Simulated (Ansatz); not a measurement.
Zinc-blende HgSe was calculated with revPBE (Ansatz, a program for electronic structure, plane waves, PAW).

Settings: plane-wave cutoff 520 eV, 10×10×10 k mesh, Fermi–Dirac smearing 0.01 eV, scalar-relativistic PAW data made under PBE.

Pressure at four volumes; x = ln(V/31.668 Å³). One pressure is withheld.

```json
[
 {"V (Å³/atom)": "29.768", "x": "-0.0619", "P (GPa)": "?"},
 {"V (Å³/atom)": "30.402", "x": "-0.0408", "P (GPa)": "1.703"},
 {"V (Å³/atom)": "31.668", "x": "0.0000", "P (GPa)": "0.001"},
 {"V (Å³/atom)": "33.569", "x": "0.0583", "P (GPa)": "-1.885"}
]
```

Pass a parabola P(x) through the three rows shown, estimate the bulk modulus and its pressure derivative near zero pressure, and predict the withheld pressure.

Slopes between the rows: (0.001 − (1.703))/(0.0000 − (-0.0408)) = -41.72 and (-1.885 − (0.001))/(0.0583 − (0.0000)) = -32.35 GPa. Their difference over the span 0.0991 is c = 9.37/0.0991 = 94.6 GPa, so P(x) = 1.703 + (-41.72)(x − (-0.0408)) + 94.6 (x − (-0.0408))(x − (0.0000)). At the middle row B = −dP/dx = −[-41.72 + 94.6 × 0.0408] = 37.9 GPa, and B′ = dB/dP = 2c/B = 5.0. At x = -0.0619 the parabola gives 2.707 GPa; the run gives 2.724 GPa. The Birch–Murnaghan fit to the energies at all volumes has B0 = 37.6 GPa and B′ = 5.1.

Measured, for comparison: bulk modulus 50 GPa (temperature not stated, no zero-point or thermal correction, our sources range from 48.5 to 51.6; as tabulated in Toher et al. (2017), arXiv:1611.05714). Computed (rounded) less measured: bulk modulus -25 % (-22 % to -27 % over the range).

Note: the cell is over a tenth larger than the published one: the level's own overestimate first of all, though another phase or state, or a fault of the published cell, is possible.

Spin–orbit coupling is not included; it can open a gap where bands touch, and shift volumes and moduli.
